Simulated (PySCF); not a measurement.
Species: C₄H₁₀N (charge +1).
Bonds: C1–C2, C2–N3 (double), N3–C4, N3–C5. Hydrogens: H6, H7, H8 on C1; H9 on C2; H10, H11, H12 on C4; H13, H14, H15 on C5.

The geometry is computed with GFN2-xTB (gas phase).

Question: Give the optimised bond lengths and angles.

Answer: 
```
                  bond  length (bohr)
                 C1–C2          2.767
                 C2=N3          2.421
                 N3–C4          2.720
                 N3–C5          2.726
   C1–H6, C1–H7, C1–H8          2.060
                 C2–H9          2.049
C4–H10, C4–H11, C4–H12          2.060
C5–H13, C5–H14, C5–H15          2.060
```

Bonds in one row agree within 0.02 bohr and their mean is given. A selection of angles:
```
     angle  degrees
  C2–C1–H6    111.3
  C2–C1–H7    110.5
  H6–C1–H7    108.6
  H7–C1–H8    105.9
  C1–C2–N3    123.8
  C1–C2–H9    118.7
  N3–C2–H9    117.5
  C2–N3–C4    122.7
  C2–N3–C5    121.4
  C4–N3–C5    115.9
 N3–C4–H10    111.4
 N3–C4–H11    109.7
H10–C4–H11    109.0
H11–C4–H12    108.0
 N3–C5–H13    110.6
 N3–C5–H14    110.2
H13–C5–H14    108.9
H13–C5–H15    107.7
```

Dihedral angles: C1–C2–N3–C4 180° (antiperiplanar). The mirror-image conformer, all signs reversed, is as good.

C2 (C=N carbon) is planar (angles 123.8°, 118.7° and 117.5°, sum 360.0°, 0.00 Å off the plane of its three neighbours). The 5 heavy atoms lie in one plane (0.000 Å rms). The C–N distances run from 1.281 Å (C2=N3, drawn double) to 1.443 Å (N3–C5, drawn single), a spread of 0.162 Å. Of the pairs four or more bonds apart, H9···H10 is among the closest relative to their van der Waals radii: 2.23 Å, 93 % of the sum of Bondi's values. N3 (iminium nitrogen) is planar (angles 122.7°, 121.4° and 115.9°, sum 360.0°, 0.00 Å off the plane of its three neighbours).

Point group: near Cs, missed by 0.15 Å at most; the miss may be what the optimiser left on a soft mode. Stationary, but not proved a minimum.
